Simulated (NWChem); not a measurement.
# doublet [BH3]−: levels of theory compared

We compute a comparison of 4 runs (UHF/STO-3G, UHF/3-21G, UB3LYP/6-31G*) of doublet [BH3]−. 

The calculation is run with NWChem 7.3.0.

21 further runs of the same task are left out: 1 that didn't finish, 20 set aside as unsound or not needed.

**1. The molecule**

[BH3]− has 4 atoms, charge -1, and is taken as a doublet. As SMILES of the parent species, `B`. The coordinates come from a PBE0-D4/def2-TZVP relaxation. That shape belongs to the parent species and isn't relaxed for this state.

Bond lengths: B1–H2 1.193 Å, B1–H3 1.193 Å, B1–H4 1.193 Å. Angles: H2–B1–H3 120.0°, H2–B1–H4 120.0°, H3–B1–H4 120.0°.

**2. The energy at UHF/STO-3G (run 1)**

geom.xyz

```xyz
4
BH3 energy
B      0.013900    -0.015100    -0.005100
H      0.982200     0.381700     0.568800
H     -0.276200    -1.171800     0.043000
H     -0.664400     0.744900    -0.626900
```

run.py

```python
from ase.io import read
from ase.calculators.nwchem import NWChem

mol = read('geom.xyz')

calc = NWChem(
    label='geom',
    theory='scf',
    memory='2200 mb',
    basis='STO-3G',
    basispar='spherical bse',
    charge=-1,
    scf={'nopen': '1', 'uhf': None, 'thresh': '1e-08', 'maxiter': '80'},
    task='energy',
)
mol.calc = calc

e = mol.get_potential_energy()
print(f"E = {e:.6f} eV")
```

The run is started by

```sh
export ASE_NWCHEM_COMMAND="nwchem PREFIX.nwi > PREFIX.nwo"
python run.py
```

Output:

```text
E = -703.857966 eV
```

The calculator wrote geom.nwi:

```
title "geom"

permanent_dir geom

scratch_dir geom

start geom

geometry units angstrom nocenter noautosym noautoz
  B  1.3899999999999999e-02 -1.5100000000000001e-02 -5.1000000000000004e-03
  H  9.8219999999999996e-01 3.8169999999999998e-01 5.6879999999999997e-01
  H  -2.7620000000000000e-01 -1.1718000000000000e+00 4.2999999999999997e-02
  H  -6.6439999999999999e-01 7.4490000000000001e-01 -6.2690000000000001e-01
end

charge -1

memory 2200 mb

basis spherical bse noprint
   * library STO-3G
end

scf
  nopen 1
  uhf
  thresh 1e-08
  maxiter 80
end

task scf energy
```

geom.nwo:

```text
Northwest Computational Chemistry Package (NWChem) 7.3.0
             --------------------------------------------------------

           Job information
           ---------------

    nwchem branch   = 7.3.0
    use scalapack   = T
    input           = geom.nwi
    prefix          = geom.
    data base       = geom/geom.db
    status          = startup
    nproc           =        1

           Memory information
           ------------------

[... 5 lines left out ...]
    hardfail = no
[... 112 lines left out ...]
 1-e energy   =     -54.943128
[... 9 lines left out ...]
 Convergence threshold     :          1.000E-08
[... 16 lines left out ...]
      One electron energy =    -52.243777608407
[... 9 lines left out ...]
          Final alpha eigenvalues
[... 81 lines left out ...]
                     UHF Final Beta Molecular Orbital Analysis
[... 105 lines left out ...]
       Multipole analysis of the density wrt the origin
       ------------------------------------------------

     L   x y z        total         alpha         beta         nuclear
     -   - - -        -----         -----         ----         -------
     0   0 0 0     -1.000000     -5.000000     -4.000000      8.000000

     1   1 0 0     -0.026265     -0.131294     -0.104920      0.209949
[... 8 lines of this table left out ...]
     2   0 0 2     -7.084067     -5.542347     -4.107586      2.565867

 Task  times  cpu:        0.0s     wall:        0.0s
 Total times  cpu:        0.1s     wall:        0.1s
```

It took 1.1 s on 1 thread of INTEL XEON PLATINUM 8581C at 2.10GHz (Emerald Rapids), shared host; peak memory 0.098 GiB.

**3. The energy at UHF/3-21G (run 2)**

bh3.nw

```
start bh3
memory total 2200 mb
charge -1
geometry noautosym nocenter noautoz
   B      0.013900    -0.015100    -0.005100
   H      0.982200     0.381700     0.568800
   H     -0.276200    -1.171800     0.043000
   H     -0.664400     0.744900    -0.626900
end
basis spherical bse
   * library 3-21G
end
scf
   nopen 1
   uhf
   thresh 1e-08
   maxiter 80
   noprint "final vectors analysis"
end
task scf energy
```

The run is started by

```sh
nwchem bh3.nw > bh3.out
```

Output:

```text
[...]
  functions       =    15
[...]
  wavefunction    = UHF
[...]
         Total SCF energy =    -26.184668363352
      One electron energy =    -51.264395750792
      Two electron energy =     17.660888615297
 Nuclear repulsion energy =      7.418838772143
                       Sz =      0.5000
                 Sz(Sz+1) =      0.7500
                      S^2 =      0.7628
[...]
```

Wall time 0.61 s (1 thread of INTEL XEON PLATINUM 8581C at 2.10GHz (Emerald Rapids), shared host); peak memory 0.098 GiB.

Run 3 isn't shown in full; the table further down has it.

**4. A single-point energy at UB3LYP/6-31G(d) (Cartesian functions) (run 4)**

run.py

```python
from ase import Atoms
from ase.calculators.nwchem import NWChem

mol = Atoms(['B', 'H', 'H', 'H'], positions=[
    [0.013900, -0.015100, -0.005100],
    [0.982200, 0.381700, 0.568800],
    [-0.276200, -1.171800, 0.043000],
    [-0.664400, 0.744900, -0.626900],
])

calc = NWChem(
    label='work',
    theory='dft',
    memory='2200 mb',
    basis='6-31G*',
    charge=-1,
    dft={'xc': 'b3lyp', 'mult': '2', 'grid': 'xfine', 'convergence': 'energy 1e-08', 'iterations': '100', 'mulliken': None},
    task='energy',
)
mol.calc = calc

print("Total energy (eV):", round(mol.get_potential_energy(), 6))
```

The run is started by

```sh
export ASE_NWCHEM_COMMAND="nwchem PREFIX.nwi > PREFIX.nwo"
python run.py
```

Output:

```text
Total energy (eV): -723.146643
```

The calculator wrote work.nwi:

```
title "work"

permanent_dir work

scratch_dir work

start work

geometry units angstrom nocenter noautosym noautoz
  B  1.3899999999999999e-02 -1.5100000000000001e-02 -5.1000000000000004e-03
  H  9.8219999999999996e-01 3.8169999999999998e-01 5.6879999999999997e-01
  H  -2.7620000000000000e-01 -1.1718000000000000e+00 4.2999999999999997e-02
  H  -6.6439999999999999e-01 7.4490000000000001e-01 -6.2690000000000001e-01
end

charge -1

memory 2200 mb

basis noprint
   * library 6-31G*
end

dft
  xc b3lyp
  mult 2
  grid xfine
  convergence energy 1e-08
  iterations 100
  mulliken
end

task dft energy
```

work.nwo:

```text
Northwest Computational Chemistry Package (NWChem) 7.3.0
             --------------------------------------------------------

           Job information
           ---------------

    nwchem branch   = 7.3.0
    use scalapack   = T
    input           = work.nwi
    prefix          = work.
    data base       = work/work.db
    status          = startup
    nproc           =        1

           Memory information
           ------------------

[... 5 lines left out ...]
    hardfail = no
[... 36 lines left out ...]
            Nuclear Dipole moment (a.u.)
[... 71 lines left out ...]
          Convergence on density requested:  1.00D-05
[... 26 lines left out ...]
          Convergence aids based upon iterative change in
[... 31 lines left out ...]
 2-e energy   =      18.489086
[... 53 lines left out ...]
           Coulomb energy =       23.003915048352
[... 169 lines left out ...]
                     DFT Final Beta Molecular Orbital Analysis
[... 232 lines left out ...]
     Multipole analysis of the density
     ---------------------------------

     L   x y z        total         alpha         beta         nuclear
     -   - - -        -----         -----         ----         -------
     0   0 0 0     -1.000000     -5.000000     -4.000000      8.000000

     1   1 0 0     -0.026296     -0.131310     -0.104934      0.209949
[... 8 lines of this table left out ...]
     2   0 0 2     -9.493285     -7.547020     -4.512132      2.565867

 Task  times  cpu:        3.1s     wall:        3.1s
 Total times  cpu:        3.2s     wall:        3.2s
```

It took 4.2 s on 1 thread of INTEL XEON PLATINUM 8581C at 2.10GHz (Emerald Rapids), shared host; peak memory 0.12 GiB.

**5. All runs side by side**

```csv
run,level,iteration cap,module,energy (Eh),HOMO energy (eV),LUMO energy (eV),⟨S²⟩,wall time
1,UHF/STO-3G,80,scf,-25.866303,4.52,20.92,0.764,1.1 s
2,UHF/3-21G,80,scf,-26.184668,–,–,0.763,0.61 s
3,UB3LYP/6-31G* (spherical functions),100,dft,-26.574659,3.99,7.52,0.754,4.2 s
4,UB3LYP/6-31G* (Cartesian functions),100,dft,-26.575149,3.99,7.53,0.754,4.2 s
```

**6. Results**

| quantity | value |
| --- | --- |
| run 4: total energy | -26.57515 Eh |
| run 4: HOMO energy (highest over α and β) | 3.99 eV |
| run 4: LUMO energy (lowest over α and β) | 7.53 eV |
| run 4: ⟨S²⟩ | 0.754 |

In runs 1, 3, 4 the HOMO lies above zero, so the outermost electron may be held by the basis alone. In run 1 the basis is minimal, so the values are rough. All runs together took 10 s, the longest 4.2 s.
